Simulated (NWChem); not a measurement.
# H2O (SMILES O): levels of theory compared

Wanted: a comparison of 4 runs (HF/STO-3G, HF/3-21G, B3LYP/6-31G*) of H2O. 

The calculation is run with NWChem 7.3.0.

1 further run of the same task is left out (set aside as unsound or not needed).

## (1) The system as given

H2O: 3 atoms, total charge 0, spin state singlet. SMILES: `O`. The shape is that of a PBE0-D4/def2-TZVP optimisation.

Bond lengths: O1–H2 0.960 Å, O1–H3 0.960 Å. Angles: H2–O1–H3 105.1°.

## (2) Energy and forces at HF/STO-3G (run 1)

Contents of h2o.xyz:

```xyz
3

O     -0.302700     0.200200    -0.140600
H      0.466500     0.548400     0.315300
H     -0.163800    -0.748600    -0.174700
```

Contents of h2o.nw:

```
start h2o
memory stack 880 mb heap 220 mb global 1100 mb
charge 0

geometry units angstroms noautosym nocenter noautoz
 load format xyz h2o.xyz
end

basis spherical bse
 * library STO-3G
end

scf
 thresh 1e-08
 maxiter 80
 noprint "final vectors analysis"
end

task scf gradient
```

On the command line:

```console
$ nwchem h2o.nw > h2o.out
```

The log of the run:

```text
[...]
  functions       =     7
[...]
  wavefunction    = RHF
[...]
         Total SCF energy =    -74.963071954884
      One-electron energy =   -122.333768788797
      Two-electron energy =     38.199395415143
 Nuclear repulsion energy =      9.171301418770
        Time for solution =      0.0s
[...]
                         RHF ENERGY GRADIENTS
    atom               coordinates                        gradient
                 x          y          z           x          y          z
   1 O      -0.572020   0.378323  -0.265695    0.046922  -0.031091   0.021788
   2 H       0.881557   1.036326   0.595831   -0.031942  -0.001947  -0.017492
   3 H      -0.309537  -1.414649  -0.330135   -0.014981   0.033038  -0.004296
[...]
```

Wall time 0.56 s (1 thread of Intel Xeon Platinum 8488C (Sapphire Rapids), shared host); peak memory 0.1 GiB.

## (3) Energy and gradient at HF/3-21G (run 2)

Contents of mymol.nw:

```
start mymol
memory total 2200 mb
geometry units angstrom noautosym nocenter noautoz
  O       -0.302700       0.200200      -0.140600
  H        0.466500       0.548400       0.315300
  H       -0.163800      -0.748600      -0.174700
end
basis "ao basis" spherical bse
  * library 3-21G
end
scf
  thresh 1e-08
  maxiter 80
  print low
end
task scf gradient
```

On the command line:

```console
$ nwchem mymol.nw > mymol.out
```

The log of the run:

```text
[...]
  functions       =    13
[...]
  wavefunction    = RHF
[...]
         Total SCF energy =    -75.585595598816
      One-electron energy =   -122.600858005943
      Two-electron energy =     37.843960988358
 Nuclear repulsion energy =      9.171301418770
        Time for solution =      0.0s
[...]
                         RHF ENERGY GRADIENTS
    atom               coordinates                        gradient
                 x          y          z           x          y          z
   1 O      -0.572020   0.378323  -0.265695    0.001710  -0.001171   0.000790
   2 H       0.881557   1.036326   0.595831   -0.005383  -0.008761  -0.003918
   3 H      -0.309537  -1.414649  -0.330135    0.003673   0.009932   0.003129
 Task  times  cpu:        0.1s     wall:        0.1s
 Total times  cpu:        0.1s     wall:        0.1s
```

Run time: 0.58 s. Hardware: 1 thread of Intel Xeon Platinum 8488C (Sapphire Rapids), shared host; peak memory 0.099 GiB.

Run 3 isn't shown in full; the table further down has it.

## (4) Energy and gradient at B3LYP/6-31G(d) (Cartesian functions) (run 4)

Contents of h2o.nw:

```
echo
start h2o
memory total 2200 mb

geometry units angstrom noautosym nocenter noautoz
   O     -0.302700     0.200200    -0.140600
   H      0.466500     0.548400     0.315300
   H     -0.163800    -0.748600    -0.174700
end

basis
   O library 6-31G*
   H library 6-31G*
end

dft
   xc b3lyp
   grid xfine
   convergence energy 1e-08
   iterations 100
   mulliken
   print medium
end

task dft gradient
```

On the command line:

```console
$ nwchem h2o.nw > h2o.out
```

The log of the run:

```text
[...]
          Wavefunction type:  closed shell.
          No. of atoms     :     3
          No. of electrons :    10
[...]
          Charge           :     0
          Spin multiplicity:     1
[...]
          AO basis - number of functions:    19
[...]
              XC Information
              --------------
                         B3LYP Method XC Potential
                     Hartree-Fock (Exact) Exchange  0.200
                        Slater Exchange Functional  0.800 local
                    Becke 1988 Exchange Functional  0.720 non-local
              Lee-Yang-Parr Correlation Functional  0.810
                  VWN I RPA Correlation Functional  0.190 local
[...]
 d= 0,ls=0.0,diis     1    -76.3720666573 -8.55D+01  4.05D-02  3.78D-01     0.3
[...]
 d= 0,ls=0.0,diis     6    -76.4087710865 -5.53D-09  1.77D-06  1.14D-09     1.1
         Total DFT energy =      -76.408771086545
      One electron energy =     -123.089751584771
           Coulomb energy =       46.861841240099
    Exchange-Corr. energy =       -9.352162160643
 Nuclear repulsion energy =        9.171301418770
[...]
      Total Density - Mulliken Population Analysis
     ---------------------------------------------
    Atom       Charge   Shell Charges
 -----------   ------   -------------------------------------------------------
    1 O    8     8.78   1.99  0.90  2.93  0.97  1.94  0.04
    2 H    1     0.61   0.48  0.13
    3 H    1     0.61   0.48  0.13
[...]
  wavefunction    = closed shell
                         DFT ENERGY GRADIENTS
    atom               coordinates                        gradient
                 x          y          z           x          y          z
   1 O      -0.572020   0.378323  -0.265695    0.010075  -0.006703   0.004675
   2 H       0.881557   1.036326   0.595831   -0.007320  -0.001373  -0.004115
   3 H      -0.309537  -1.414649  -0.330135   -0.002755   0.008076  -0.000560
[...]
```

It took 1.9 s on 1 thread of Intel Xeon Platinum 8488C (Sapphire Rapids), shared host; peak memory 0.12 GiB.

## (5) Overview of the runs

```tsv
run	level	iteration cap	module	energy (Eh)	dipole moment (D)	largest force (eV/Å)	wall time
1	HF/STO-3G	80	scf	-74.963072	1.72	3.104	0.56 s
2	HF/3-21G	80	scf	-75.585596	–	0.568	0.58 s
3	B3LYP/6-31G* (spherical functions)	100	dft	-76.406855	2.07	0.637	2 s
4	B3LYP/6-31G* (Cartesian functions)	100	dft	-76.408771	2.07	0.667	1.9 s
```

## (6) What came out

| quantity | value |
| --- | --- |
| run 4: total energy | -76.40877 Eh |
| run 4: dipole moment | 2.07 D |
| run 4: HOMO energy | -7.93 eV |
| run 4: LUMO energy | 1.78 eV |
| run 4: HOMO–LUMO gap | 9.71 eV |
| run 4: largest force on an atom | 0.667 eV/Å |

In words: Over runs 1, 3, 4 the dipole moment (its size) runs from 1.72 D (HF/STO-3G) to 2.07 D (B3LYP/6-31G*). The two ends differ in method and basis. In run 1 the basis is minimal, so the values are rough. All runs together took 5 s, the longest 2 s.
